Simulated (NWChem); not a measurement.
# allene (C₃H₄); SMILES C=C=C

Results from NWChem. Coordinates come from a PBE-D3(BJ)/def2-SVP optimisation. Vertical excitations in the gas phase; the lowest state need not have the same character in each row.

```json
[
 {"level": "PBE/def2-SVP, full TDDFT", "lowest excitation, singlet (eV)": "5.78", "oscillator strength of that lowest state": "0.000", "lowest state with f > 0.02, singlet (eV)": "8.22", "orbital gap (eV)": "5.77"},
 {"level": "B3LYP/def2-SVP, full TDDFT", "lowest excitation, singlet (eV)": "…", "oscillator strength of that lowest state": "0.000", "lowest state with f > 0.02, singlet (eV)": "8.22", "orbital gap (eV)": "…"},
 {"level": "BHandHLYP/def2-SVP, full TDDFT", "lowest excitation, singlet (eV)": "6.01", "oscillator strength of that lowest state": "0.000", "lowest state with f > 0.02, singlet (eV)": "8.26", "orbital gap (eV)": "10.20"},
 {"level": "LDA (Slater exchange, VWN5)/def2-SVP, full TDDFT", "lowest excitation, singlet (eV)": "5.76", "oscillator strength of that lowest state": "0.000", "lowest state with f > 0.02, singlet (eV)": "8.25", "orbital gap (eV)": "5.73"}
]
```

**Question.** Some entries are withheld; supply them.

**Answer.** 
- B3LYP/def2-SVP, full TDDFT, lowest excitation, singlet (eV): 5.85
- B3LYP/def2-SVP, full TDDFT, orbital gap (eV): 7.53
